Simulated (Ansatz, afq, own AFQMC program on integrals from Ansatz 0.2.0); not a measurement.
GeNH$_{2}$, quartet: a scan with AFQMC

```xyz
4

Ge    0.0025    0.0446    0.3220
N    -0.0742   -0.1716   -1.5955
H     0.2844   -1.3181    1.0220
H     0.5668    0.4872   -2.0539
```

The Ge1–N2 distance is changed with both sides rigid. Energies in kcal/mol count from this geometry (1.931 Å) at the same level; the start stands on UHF, each point on the determinant named.

Basis cc-pVDZ. Noble-gas cores (and the filled d shells of Ga–Kr and In–Xe) are frozen. Ansatz 0.2.0 and our own AFQMC program on the same integrals; the CISD trial comes from CCSD amplitudes, and released means the phaseless constraint is let go. Error bars are statistical, one sigma. No spin–orbit coupling.

Cautions, each for one point or more: inner d shell frozen; lower spins were not checked; no relativity below Rb; no spin-orbit coupling; unrestricted determinant spin contaminated.

```tsv
r(Ge1–N2) / Å	det.	T1	weight	⟨S²⟩	PBE0	B3LYP	CCSD(T)
1.568	UHF	0.022	0.90	3.76	46.4	49.1	51.1
2.360	UHF	0.037	0.86	3.86	11.9	8.9	9.3
3.074	UHF	0.014	0.89	3.79	25.7	21.8	17.6
4.182	UHF	0.011	0.89	3.77	29.7	25.8	19.9
6.607	UHF	0.011	0.89	3.77	30.8	26.7	20.9
```

Q: Estimate the curve of CCSDT(Q), counted from the same start.

A: 
```tsv
r(Ge1–N2) / Å	det.	T1	weight	⟨S²⟩	CCSDT(Q)	ph-AFQMC/CISD	released AFQMC
1.568	UHF	0.022	0.90	3.76	51.3	51.7 ± 0.6	50.8 ± 0.5
2.360	UHF	0.037	0.86	3.86	8.9	9.3 ± 0.6	8.7 ± 0.5
3.074	UHF	0.014	0.89	3.79	18.0	17.8 ± 0.6	17.7 ± 0.4
4.182	UHF	0.011	0.89	3.77	20.4	20.1 ± 0.6	–
6.607	UHF	0.011	0.89	3.77	21.3	21.5 ± 0.6	21.2 ± 0.4
```

Weight is that of the determinant in the CISD state; at the start T1 is 0.021 and the weight 0.89, and ⟨S²⟩ is 3.78. Symmetry can't show for every point that it stays on the start's state. A dash marks a missing value, a released energy that hasn't settled or a functional that sits on another state. Largest departures from CCSDT(Q), at the points where its series has closed: CCSD(T) -0.5 kcal/mol at 6.607 (on UHF), ph-AFQMC/CISD 0.4 kcal/mol at 1.568 (on UHF) (within the noise), released AFQMC -0.4 kcal/mol at 1.568 (on UHF) (within the noise). The functionals aren't scored here. In this small basis the wave-function levels are far from their limit, so their gap to the functionals isn't the functionals' error.

Released energies are given only where the last usable release times agree within the noise; a slower fall can still hide under it.
